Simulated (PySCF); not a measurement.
C3H6N (charge +1).
Bonds: C1–C2, C2–N3 (triple), N3–C4. Hydrogens: H5, H6, H7 on C1; H8, H9, H10 on C4.

Method: core-valence-separated Tamm–Dancoff BHandHLYP/aug-pcX-1 (pcseg-1 on H) in PySCF, non-relativistic, gas phase, PBE0-D3(BJ)/def2-SVP geometry.

Computed carbon K-edge spectrum, Gaussian lines of 0.6 eV full width, highest printed point 100; it ends one width below the last computed root. No empirical shift is added; at this level the pattern usually sits a few eV under experiment.

photon energy (eV), absorption and a bar:
```
    284.0          1 
    284.1          4 #
    284.2          9 ###
    284.3         20 ######
    284.4         37 ###########
    284.5         60 ##################
    284.6         83 #########################
    284.7         98 ##############################
    284.8        100 ##############################
    284.9         87 ##########################
    285.0         65 ###################
    285.1         42 ############
    285.2         23 #######
    285.3         11 ###
    285.4          4 #
    285.5          2 
    285.6          1 
    285.7          0 
    285.8          0 
    285.9          0 
    286.0          0 
    286.1          0 
    286.2          0 
    286.3          0 
    286.4          1 
    286.5          1 
    286.6          1 
    286.7          1 
    286.8          2 #
    286.9          4 #
    287.0          7 ##
    287.1         13 ####
    287.2         22 ######
    287.3         32 #########
    287.4         40 ############
    287.5         45 #############
    287.6         44 #############
    287.7         41 ############
    287.8         38 ###########
    287.9         40 ############
    288.0         49 ###############
    288.1         62 ###################
    288.2         76 #######################
    288.3         87 ##########################
    288.4         90 ###########################
    288.5         86 ##########################
    288.6         77 #######################
    288.7         68 ####################
    288.8         63 ###################
    288.9         64 ###################
    289.0         66 ####################
```

Question: Assign the maxima to core holes.

Answer: 3 maxima:
- 284.8 eV: C2 (triply bonded carbon), 284.76 eV, f = 0.155, sum of 2, 1s→π*, 100 % of the height at the exact maximum
- 287.5 eV: C4 (N-methyl carbon), 287.52 eV, f = 0.065, 93 % of the height at the exact maximum
- 288.4 eV: C1 (methyl carbon), 288.48 eV, f = 0.094, sum of 2, 64 % of the height at the exact maximum; C1 (methyl carbon), 288.20 eV, f = 0.062, 34 % of the height at the exact maximum

Roots within 0.03 eV on the same or equivalent atoms count as one line; shares under 12 % aren't listed.

Vibrational structure and lifetime widths aren't in the curve. The ionisation threshold wasn't computed; near and above it a finite basis only mimics Rydberg series and continuum.

Cost: about 10 s of CPU time on one thread; the machine was shared, so the figure is rough.
